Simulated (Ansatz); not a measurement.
`NC[SiH3]`, charge 0, multiplicity 1.

Q: Give a relaxed structure at PBE0-D4/def2-TZVP (Ansatz). (Estimate.)

A: Computed: 
Z-matrix (Å, degrees):
```
C
Si 1 1.883
N 1 1.458 2 110.1
H 1 1.102 2 109.4 3 -127.3
H 1 1.095 2 107.0 3 118.1
H 2 1.489 1 110.0 3 174.3
H 2 1.490 1 109.4 3 55.2
H 2 1.485 1 111.0 3 -64.6
H 3 1.012 1 111.3 2 178.1
H 3 1.012 1 110.9 2 -62.8
```
This is one stationary point; other conformers may exist.
